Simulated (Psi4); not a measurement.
Psi4 input (wB97X-D/6-311+G**):

```
memory 1500 MB

molecule {
-1 1
O     0.04506196   -0.76326742   -0.00033480
C     0.02554004    0.62401008    0.00008452
C     1.39881450   -1.38514142   -0.00460205
C    -1.41891819    1.12299125    0.00459498
H     0.56425370    1.02806812    0.88086636
H     0.55890179    1.02852619   -0.88373893
H     1.91752030   -0.92164996   -0.88283989
H     1.92283869   -0.92210516    0.87071378
H    -1.94842248    0.75240963   -0.87706723
H    -1.94306535    0.75195111    0.88926030
H    -1.46514037    2.21777999    0.00501936
symmetry c1
no_reorient
no_com
}

set {
  basis 6-311+G**
  reference rks
  scf_type df
  df_basis_scf def2-universal-jkfit
  dft_radial_points 99
  dft_spherical_points 590
  e_convergence 1e-8
  d_convergence 1e-7
  maxiter 150
}

e = energy('wb97x-d')
print_out(f'\nFINAL {e:.10f} DIPOLE {variable("CURRENT DIPOLE")[0]:.6f} {variable("CURRENT DIPOLE")[1]:.6f} {variable("CURRENT DIPOLE")[2]:.6f}\n')
```

From the last part of the output:

```
     108A      3.083265   109A      3.121999   110A      3.136141
     111A      3.255097   112A      3.301887   113A      3.370774
     114A      3.510061   115A      3.532800   116A      3.612904
     117A      4.017580   118A      4.041439   119A      4.047732
     120A      4.071326   121A      4.239566   122A      4.379513
     123A      4.505198   124A      5.350757   125A      5.622700
     126A      5.966599   127A     24.131245   128A     24.153637
     129A     24.236054   130A     50.258264

    Final Occupation by Irrep:
              A
    DOCC [    17 ]
    NA   [    17 ]
    NB   [    17 ]

  @DF-RKS Final Energy:  -193.66218495926802

   => Energetics <=

    Nuclear Repulsion Energy =            124.2191325654947320
    One-Electron Energy =                -514.3870439773231737
    Two-Electron Energy =                 215.3733121962943073
    DFT Exchange-Correlation Energy =     -18.8639397504514825
    Empirical Dispersion Energy =          -0.0036459932824287
    VV10 Nonlocal Energy =                  0.0000000000000000
    Total Energy =                       -193.6621849592680178

Computation Completed

Properties will be evaluated at   0.000000,   0.000000,   0.000000 [a0]

Properties computed using the SCF density matrix

 Multipole Moments:

 ------------------------------------------------------------------------------------
     Multipole            Electronic (a.u.)      Nuclear  (a.u.)        Total (a.u.)
 ------------------------------------------------------------------------------------

 L = 1.  Multiply by 2.5417464519 to convert [e a0] to [Debye]
 Dipole X            :         -1.7773072            0.0000001           -1.7773071
 Dipole Y            :          2.9487685            0.0000000            2.9487685
 Dipole Z            :          0.0061558            0.0000001            0.0061559
 Magnitude           :                                                    3.4429775

 ------------------------------------------------------------------------------------

FINAL -193.6621849593 DIPOLE -1.777307 2.948769 0.006156

*** Psi4 exiting successfully. Buy a developer a beer!
```

The dipole moment of an ion depends on the origin.
